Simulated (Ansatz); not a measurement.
# Bulk modulus of some cubic transition metals

Method: r²SCAN0 in Ansatz (plane waves, PAW). References are measured values corrected to a static lattice. The table is a random draw of 8 from 12 solids with such references.

Values in GPa.

```tsv
solid	reference	r²SCAN0	error (%)
bcc Ta	198	195	-1.5
fcc Rh	271 (271–289)	309	+14.0
fcc Pt	289	282	-2.4
bcc Mo	265 (265–278)	300	+13.2
fcc Ir	365	417	+14.2
fcc Cu	144	142	-1.4
fcc Ag	110 (104–111)	90.7	-17.5
fcc Au	182	153	-15.9
```

Over these 8 solids the mean error is +0.3 %, the mean absolute error 10.0 % (median 13.6 %), and the worst case fcc Ag at -17.5 %; the value is too low in 5 of 8 cases. Over all 12, from unrounded values, the mean error is +3.3 % and the mean absolute error 11.0 % (median 12.0 %).

All these references are brought to a static lattice.

Spin–orbit coupling is left out, also for the solids with elements from indium on (bcc Ta, fcc Pt, fcc Ir, fcc Au); its size isn't shown.

Exact exchange on metals is sensitive to the k mesh.

Brackets give the range of the sources taken for a reference, where it is wide; it can hold other temperatures.

Differences are worked out from the printed values.

Each level is taken at its own relaxed cell. Ansatz's density-functional and Hartree–Fock values are scalar-relativistic unless marked +SOC, with PAW data made under PBE.

Ansatz's runs of these crystals have no spin polarisation. Meta-GGAs and exact exchange favour moments, which can bear on fcc Rh, fcc Pt.

Not in this set, of the transition metals with a reference value in our tables and a result at some level: 10 for no value at r²SCAN0 (not run, a failed fit, an unstable or unbound cell, or a value held back for tests); 3 for sources at odds; 1 for a reference at room or unstated temperature. These can be a level's best or worst cases. Solids without a released value at any level aren't counted. Layered and molecular crystals are counted apart. The metals Ce to Yb are counted apart.

References as tabulated in Levämäki et al. (2014), arXiv:1402.3671; Mejia-Rodriguez and Trickey (2018), arXiv:1807.09216; doi:10.1021/acs.jctc.3c00612.

Ansatz is an electronic-structure program.
